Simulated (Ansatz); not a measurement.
**Changing the shape of H₂O₂ (charge +1), doublet**

Program: Ansatz, Gaussian basis, development build. Basis cc-pVTZ, 2 core orbitals frozen, nonrelativistic. Single-reference values can break down or jump between states where bonds are stretched.

Case A:

```xyz
4

O     0.0000    0.7341   -0.0527
O     0.0000   -0.7341   -0.0527
H     0.8740    0.8868    0.4415
H    -0.8051   -0.8747    0.4025
```

Case B:

```xyz
4

O     0.0000    0.4196    0.5018
O     0.0000   -0.4196   -0.5018
H     0.0000   -0.1602    1.3145
H     0.0000    0.1602   -1.3145
```

Energy less that of case A, in eV:

```
case   RCCSD
   B  -1.150
```

(1) Give the RCCSD(T) energies against case A.

Results:

(1) B: -1.009 eV (-23.3 kcal/mol).
